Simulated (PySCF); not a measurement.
Compound: C2H2F2NO (doublet state).
Cartesian coordinates in Å at the GFN2-xTB level; atoms count from 1:
```xyz
8
C2H2F2NO angstrom
O      1.2502    1.5283   -0.1708
C      1.2283    0.3321   -0.1071
N      0.0860   -0.4392   -0.0514
C     -1.2065    0.0251   -0.1286
F     -1.5010    1.2053    0.3983
F     -2.1394   -0.8852    0.1930
H      2.1233   -0.3088   -0.0819
H      0.1682   -1.4483   -0.0760
```

The hyperfine couplings belong to this conformer and change with its torsions.

Identity: `O=CN[C](F)F` [radical].

Method: PySCF 2.14.0, UKS B3LYP, pcH-1 on C F H N O, non-relativistic, mean-field spin-orbit, GIAO. One conformer (not necessarily the lowest) at the GFN2-xTB geometry, without solvent, vibrations or thermal averaging. The geometry wasn't refined by DFT: couplings that depend on bond lengths, twists or pyramidal angles can differ widely from those at the functional's own minimum. No stability test was run, so a lower SCF solution isn't excluded.

Problem. The isotropic 13C couplings are +473.7, -2.1 MHz. Assign them to C2; C4.

Solution. 
```csv
site,a_iso (MHz),ρ(0) (bohr⁻³),position,distance from C4 (Å),spin population,largest |T| (MHz)
C2,-2.1,-0.0019,2 bonds from C4,2.45,+0.02,3.6
C4,+473.7,+0.4214,largest spin population,0.00,+0.78,144.2
```

ρ(0) is the spin density at the nucleus and T the dipolar tensor; entries for several nuclei are means. Largest spin populations (Mulliken): C4 (+0.78) and O1 (+0.07). No atom but C4 exceeds +0.15. The angles at C4 add up to 344.1°, so it is pyramidal.

Class means assume fast exchange of nuclei equivalent by connectivity; if that motion is slow, each nucleus keeps its own coupling.
